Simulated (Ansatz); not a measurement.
Born–Oppenheimer molecular dynamics of AlH₄NO (7 atoms, charge 0, multiplicity 1). It starts at the highest image of a converged band. Of that band: The end points aren't both relaxed to the band's threshold, so energies measured from them aren't barriers between minima. The profile has 2 maxima (images 1, 3) with wells between them (image 2): this band takes more than one step, which may be the mechanism or a detour left from its start path. Neighbouring images differ by up to 2.6 eV, so the band resolves the path poorly. A vibrational analysis at the climbing image gives 2 clearly imaginary modes (1193i, 76i cm⁻¹): a point of higher order, so a lower path passes nearby.

Level of theory: RKS PBE-D4/def2-SVP in Ansatz.

```yaml
ensemble: NVE (velocity Verlet)
time_step: 0.5 fs
steps_asked: 200
starting_velocities_drawn_for: 100 K
seed: 9168
```

First frame:

```xyz
7
Properties=species:S:1:pos:R:3
Al 0.135 -0.582 -0.352
O 0.745 0.547 1.056
H 0.605 0.202 1.965
H 1.597 -0.422 0.502
N -1.521 -0.135 -0.872
H -2.058 -0.551 -1.637
H -2.033 0.660 -0.474
```

(1) How far do the bonds stretch over the last three quarters of this one trajectory? (Pairs bonded in most of those frames.)

Results:

(1) 
```tsv
bond	mean (Å)	spread (Å)	shortest	longest
Al1–O2	1.727	0.053	1.63	1.81
Al1–H4	1.779	0.194	1.44	2.09
Al1–N5	1.799	0.040	1.74	1.86
O2–H3	0.977	0.014	0.95	1.01
N5–H6	1.029	0.014	1.00	1.06
N5–H7	1.033	0.015	1.01	1.07
```

Mean temperature of the second half: 2058 K. The conserved energy stayed within 0.41 meV per atom of its start (net change 0.021 meV per atom), so the integration is sound. The system heated up, since it started high on the potential surface and ran downhill. A run of 0.1 ps of so small a system gives no equilibrium averages. The orbitals stay closed-shell, which can raise the energy where a bond breaks towards radicals; this wasn't checked here.

Run time: 5.7 min on 1 thread of Intel(R) Xeon(R) Platinum 8259CL CPU @ 2.50GHz (Skylake/Cascade Lake), with other jobs on the host, peak memory 0.14 GiB.
